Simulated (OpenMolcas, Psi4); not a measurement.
# SiNH5: a line through the functionals

SiNH5: 7 atoms, total charge 0, spin state singlet. SMILES: `[SiH3]N`. The shape is that of a PBE0-D4/def2-TZVP optimisation.

The dipole moment y, in D, basis def2-TZVP; a is the functional's share of exact exchange. Programs: OpenMolcas 26.06, Psi4 1.11.

```
functional     program     a  y (D)
    revPBE        Psi4     0   1.39
      TPSS  OpenMolcas     0   1.38
     B3LYP        Psi4   0.2   1.36
      PBE0        Psi4  0.25      ?
     BHLYP        Psi4   0.5   1.35
```

Task: Fit y = c + s·a to the known rows and predict PBE0.

Result: 
1. Means of the 4 rows: a = 0.1750, y = 1.370.
2. Σ(Δa)² = 0.1675, Σ(Δa·Δy) = -0.012, so the slope is -0.012/0.1675 = -0.071642.
3. Intercept: 1.370 − (-0.071642) × 0.1750 = 1.383. The largest residual of the fit is 0.009.
4. PBE0: 1.383 + (-0.071642) × 0.25 = 1.37 D.

The run gave 1.37 D, so the prediction is off by 0.00 D: they agree to the digits shown.
